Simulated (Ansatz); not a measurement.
A made-up structure of AlH₂O₂ (charge -1), closed shell:

O1  (-1.388, -1.358, 1.403)
Al2  (-0.439, -0.385, 0.179)
O3  (1.101, 0.807, 0.485)
H4  (-0.720, -0.305, -1.632)
H5  (1.446, 1.241, -0.435)
(Å)

It is relaxed with PBE-D4/def2-SVPD and then PBE0-D4/def2-TZVPD (Ansatz 0.2.0). Atoms count as bonded within 1.22 times the sum of their covalent radii (H–H: 0.88 Å). The end point is not checked to be a true minimum.

(1) Does its bonding change? (Judge from chemistry; the calculation decides.)

## Answers

(1) The calculation gives: No: no bond forms or breaks.

Where it ends: The first stage lowers the energy by 0.88 eV in 6 steps. It ends as AlH₂O₂ ([O][AlH][OH]), total charge -1:
```
5
angstrom
O -1.2396 -1.2131 1.2523
Al -0.3922 -0.3438 0.1603
O 0.9833 0.7205 0.4324
H -0.6416 -0.2711 -1.4559
H 1.2902 1.1075 -0.3891
```

Labels in which every atom is bracketed show which atoms are joined, not bond orders.

For scale, one of the runs: PBE0-D4/def2-TZVPD relaxation, 141 basis functions, launched by `ansatz run in.yaml --threads 2 --pin off --events-out ev --progress --plain --max-ram 4352MiB`. Hardware: 2 CPU threads of an Intel Xeon, shared host. Wall time about 24 s.
